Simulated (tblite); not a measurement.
C₅H₉F.
Atom-mapped SMILES: `[CH2:1]=[CH:2][C@H:3]([CH3:4])[CH2:5][F:6]` (hydrogens: H7, H8 on C1; H9 on C2; H10 on C3; H11, H12, H13 on C4; H14, H15 on C5)

Computed with GFN2-xTB (tblite), gas phase: Langevin dynamics at 600 K from the optimised GFN2-xTB geometry, time step 0.5 fs, friction 0.01 fs⁻¹, 2000 steps. The instantaneous temperature is 2·E(kin)/(3Nk) with all 3N coordinates.

| t (fs) | T (K) | E(pot) above start (eV) | C1=C2 (Å) | C2–C3 (Å) | C3–C4 (Å) | C3–C5 (Å) | C5–F6 (Å) | C1–H7 (Å) | C1–C2–C3–C4 (°) |
| --- | --- | --- | --- | --- | --- | --- | --- | --- | --- |
| 0 | 478 | 0.000 | 1.319 | 1.501 | 1.530 | 1.532 | 1.373 | 1.078 | -117 |
| 25 | 238 | 0.874 | 1.332 | 1.529 | 1.512 | 1.540 | 1.357 | 0.983 | -110 |
| 50 | 492 | 0.476 | 1.332 | 1.483 | 1.545 | 1.550 | 1.345 | 1.113 | -124 |
| 75 | 336 | 0.861 | 1.336 | 1.485 | 1.556 | 1.514 | 1.387 | 1.142 | -126 |
| 100 | 374 | 0.640 | 1.332 | 1.513 | 1.540 | 1.555 | 1.395 | 1.039 | -148 |
| 125 | 384 | 0.572 | 1.321 | 1.444 | 1.519 | 1.546 | 1.358 | 1.065 | -156 |
| 150 | 428 | 0.628 | 1.357 | 1.524 | 1.528 | 1.543 | 1.360 | 1.116 | -174 |
| 175 | 352 | 0.892 | 1.350 | 1.558 | 1.571 | 1.521 | 1.415 | 1.054 | 171 |
| 200 | 486 | 0.944 | 1.294 | 1.487 | 1.502 | 1.569 | 1.401 | 1.081 | 165 |
| 225 | 496 | 1.067 | 1.303 | 1.480 | 1.512 | 1.718 | 1.343 | 1.072 | 160 |
| 250 | 559 | 0.768 | 1.352 | 1.533 | 1.575 | 1.510 | 1.373 | 1.038 | 166 |
| 275 | 642 | 0.874 | 1.340 | 1.529 | 1.483 | 1.457 | 1.411 | 1.097 | 163 |
| 300 | 457 | 1.289 | 1.316 | 1.551 | 1.455 | 1.558 | 1.411 | 1.077 | 165 |
| 325 | 482 | 0.937 | 1.314 | 1.524 | 1.601 | 1.544 | 1.347 | 1.102 | -177 |
| 350 | 421 | 1.195 | 1.381 | 1.475 | 1.541 | 1.555 | 1.320 | 1.038 | -169 |
| 375 | 787 | 0.834 | 1.314 | 1.539 | 1.480 | 1.618 | 1.423 | 1.123 | -171 |
| 400 | 647 | 1.000 | 1.329 | 1.578 | 1.505 | 1.563 | 1.386 | 1.107 | 175 |
| 425 | 640 | 0.968 | 1.350 | 1.473 | 1.520 | 1.467 | 1.362 | 1.053 | 159 |
| 450 | 686 | 1.064 | 1.320 | 1.558 | 1.533 | 1.554 | 1.359 | 1.077 | 153 |
| 475 | 416 | 1.430 | 1.244 | 1.581 | 1.566 | 1.562 | 1.384 | 1.084 | 149 |
| 500 | 627 | 0.722 | 1.329 | 1.489 | 1.566 | 1.515 | 1.353 | 1.011 | 172 |
| 525 | 457 | 0.977 | 1.364 | 1.492 | 1.585 | 1.547 | 1.374 | 1.111 | -169 |
| 550 | 548 | 0.854 | 1.280 | 1.493 | 1.527 | 1.545 | 1.393 | 1.087 | -152 |
| 575 | 536 | 1.119 | 1.260 | 1.533 | 1.550 | 1.537 | 1.371 | 1.038 | -124 |
| 600 | 582 | 0.948 | 1.347 | 1.461 | 1.502 | 1.530 | 1.360 | 1.134 | -130 |
| 625 | 575 | 1.010 | 1.384 | 1.487 | 1.534 | 1.628 | 1.374 | 1.117 | -105 |
| 650 | 622 | 1.186 | 1.330 | 1.467 | 1.528 | 1.669 | 1.360 | 1.018 | -114 |
| 675 | 582 | 1.090 | 1.296 | 1.565 | 1.583 | 1.478 | 1.376 | 1.065 | -98 |
| 700 | 408 | 1.243 | 1.337 | 1.483 | 1.536 | 1.550 | 1.452 | 1.176 | -94 |
| 725 | 647 | 0.826 | 1.373 | 1.495 | 1.478 | 1.568 | 1.362 | 1.141 | -81 |
| 750 | 670 | 1.136 | 1.367 | 1.497 | 1.539 | 1.549 | 1.289 | 1.016 | -86 |
| 775 | 694 | 1.074 | 1.295 | 1.557 | 1.583 | 1.584 | 1.494 | 1.078 | -65 |
| 800 | 727 | 1.063 | 1.311 | 1.421 | 1.550 | 1.541 | 1.403 | 1.150 | -87 |
| 825 | 580 | 1.084 | 1.324 | 1.482 | 1.583 | 1.529 | 1.323 | 1.122 | -86 |
| 850 | 562 | 1.315 | 1.324 | 1.588 | 1.499 | 1.556 | 1.416 | 1.036 | -97 |
| 875 | 692 | 0.912 | 1.324 | 1.500 | 1.493 | 1.478 | 1.414 | 1.079 | -97 |
| 900 | 617 | 1.158 | 1.370 | 1.509 | 1.622 | 1.557 | 1.346 | 1.164 | -126 |
| 925 | 489 | 0.794 | 1.336 | 1.520 | 1.606 | 1.547 | 1.337 | 1.125 | -123 |
| 950 | 518 | 0.787 | 1.294 | 1.537 | 1.486 | 1.529 | 1.398 | 1.042 | -124 |
| 975 | 550 | 0.798 | 1.284 | 1.576 | 1.555 | 1.569 | 1.452 | 1.077 | -98 |
| 1000 | 569 | 0.704 | 1.320 | 1.531 | 1.508 | 1.542 | 1.352 | 1.149 | -101 |

**Question.** From 500 fs on, how do temperature and potential energy compare with equipartition?

**Answer.** The mean temperature of these 21 frames is 583 K against the target 600 K, and the mean potential energy 0.99 eV against 39 × kT/2 = 1.01 eV for 39 classical harmonic modes. For 15 atoms in a canonical ensemble the temperature itself scatters by T·√(2/(3N)) = 126 K; here its standard deviation is 77 K. The whole run lasts only 10 friction times of 100 fs, so these averages carry a wide statistical error.

**Question.** What are the kinetic and total energies of the listed frame with the highest potential energy?

**Answer.** The one at 475 fs, 1.430 eV above the start. Its kinetic energy is 3NkT/2 = 0.807 eV at 416 K, so the sum is 2.24 eV; over the listed frames the sum runs from 0.93 to 2.47 eV, since the thermostat adds and removes energy.

**Question.** How much do the listed bonds fluctuate from 500 fs on?

**Answer.** 
```tsv
bond	at the start (Å)	mean (Å)	standard deviation (Å)
C1=C2	1.319	1.326	0.033
C2–C3	1.501	1.509	0.040
C3–C4	1.530	1.544	0.040
C3–C5	1.532	1.550	0.041
C5–F6	1.373	1.381	0.046
C1–H7	1.078	1.092	0.051
```

The motion is classical and holds no zero-point motion.

The cost below is that of the whole dynamics run. On one thread, Arm Neoverse N1 (aarch64), shared host with 64 logical CPUs at a one-minute load of 58, this took 14 s and 0.18 GiB of memory at its peak.
